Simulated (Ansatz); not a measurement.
# CS$_{2}$, singlet: reading a ladder of total energies

Geometry: MP2(full)/6-31G*, from the G2/97 set.

```xyz
3

S     0.0000    0.0000    1.5611
C     0.0000    0.0000    0.0000
S     0.0000    0.0000   -1.5611
```

Basis STO-3G; Ansatz 0.2.0. Correlated methods freeze the noble-gas cores, which leaves 16 electrons in 12 orbitals. R marks a restricted (for open shells ROHF) determinant.

Full CI is exact within this basis and frozen core; it isn't the basis-set limit.

Runs differ by some tens of microhartree through their thresholds, so steps under 0.03 kcal/mol mean nothing.

| level | total energy (hartree) |
| --- | --- |
| RHF | -823.721874 |
| RMP2 | -823.893948 |
| RCCSD* | -823.886555 |
| RCCSD(T)* | -823.902189 |
| RCCSDT | -823.902485 |
| RCCSDT(Q) | -823.903418 |
| RCCSDTQ | -823.903569 |
| full CI | -823.903544 |

Q: What is the correlation energy at full CI, and what share of it do RMP2 and RCCSDT(Q) recover?

A: E(corr) = -823.903544 − (-823.721874) = -0.181670 hartree = -4.943 eV. RMP2: -0.172074 / -0.181670 = 94.72 %. RCCSDT(Q): -0.181544 / -0.181670 = 99.93 %.

Q: By how many kcal/mol does RCCSD(T) miss full CI (1 hartree = 627.509 kcal/mol), and which steps make up the rest?

A: -823.902189 − (-823.903544) = 0.001355 hartree = 0.85 kcal/mol. Steps: RCCSDT − RCCSD(T) = -0.19, RCCSDT(Q) − RCCSDT = -0.59, RCCSDTQ − RCCSDT(Q) = -0.09, full CI − RCCSDTQ = 0.02 kcal/mol. Differences between like states or geometries often cancel part of this.

An asterisk marks runs whose energy the program itself flagged as in doubt.
